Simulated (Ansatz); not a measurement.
# AlLiH₂ (singlet): wave-function methods side by side at distance Al1–H3 = 1.967 Å, 6-31G

An exercise on one series of results from a longer session: the logs are not shown, and one member is left open.

Computed with Ansatz 0.2.0, Gaussian basis. Level: 6-31G, core rule «outside noble gas», up to 6 orbitals frozen.

Plan: UHF; CCSD(T) on RHF; BCCD(T) on RHF; CISD; CCSDT(Q) on RHF; CISDTQ; CCSDTQ on RHF; CASSCF and MRCISD+Q, 2 electrons in 2 orbitals; CASSCF and NEVPT2, 2 electrons in 2 orbitals; Full CI.

52 further runs of the same task are left out: 33 for a known fault of the program, 12 that didn't finish, 7 set aside as unsound or not needed. Runs told in other sessions of the task aren't counted.

### The system

The geometry derives from a PBE0/def2-TZVP stationary point (not a proven minimum). One bond is set to the value named and the two fragments are kept rigid.

4 atoms, charge 0, spin multiplicity 1.

Atoms are counted from 1 here; the program's logs count them from 0.

Bond lengths: Al1–H3 1.967 Å, Al1–H4 1.618 Å. Angles: H3–Al1–H4 107.9°.

The first run:

The input, in.yaml:

```yaml
crystal:
  periodic: [false, false, false]
  atoms:
    - {symbol: Al, position_ang: [0.000000, -0.007915, 0.450464]}
    - {symbol: Li, position_ang: [0.000000, -0.007915, -2.188358]}
    - {symbol: H, position_ang: [0.000000, 1.582154, 1.608381]}
    - {symbol: H, position_ang: [0.000000, -1.315777, 1.402873]}
basis:
  gaussian: {orbitals: 6-31G}
magnetization: {spin_polarized: true, initial_magnetization: 0}
hamiltonian: {xc: hf}
output: {orbitals: {seedname: orbitals}}
```

Run with:

```
$ ansatz run in.yaml --threads 1 --pin off --events-out ev --progress --plain --max-ram 2393MiB
```

Steps of the session up to this table: UHF; CCSD(T) on RHF; BCCD(T) on RHF; CISD; CCSDT(Q) on RHF; CISDTQ; CCSDTQ on RHF; CASSCF and MRCISD+Q, 2 electrons in 2 orbitals; CASSCF and NEVPT2, 2 electrons in 2 orbitals; Full CI.

One of the session's tables, all rows but one given; the rest of the session is left out.

It belongs to the step «Misses and costs». 

| method | from FCI (kcal/mol) |
| --- | --- |
| RHF | +41.81 |
| RMP2 | +13.99 |
| CISD | +2.75 |
| RCCSD | +1.07 |
| RCCSD(T) | ? |
| BCCD(T) | +0.36 |
| RCCSDT | +0.06 |
| CISDTQ | +0.05 |
| RCCSDT(Q) | +0.02 |
| RCCSDTQ | 0.00 |
| CASSCF pair | +29.88 |
| NEVPT2 pair | +10.34 |
| MRCISD pair | +1.40 |
| MRCISD+Q pair | -0.25 |
| FCI | 0 |

Q: Estimate the row for RCCSD(T) from the others.

As computed: from FCI (kcal/mol): +0.37. In the column «from FCI (kcal/mol)» it lies between BCCD(T) (+0.36) and RCCSD (+1.07).

Caveats from the session: MRCISD+Q pair falls below full CI: the +Q correction isn't variational, and the cores differ from full CI's.
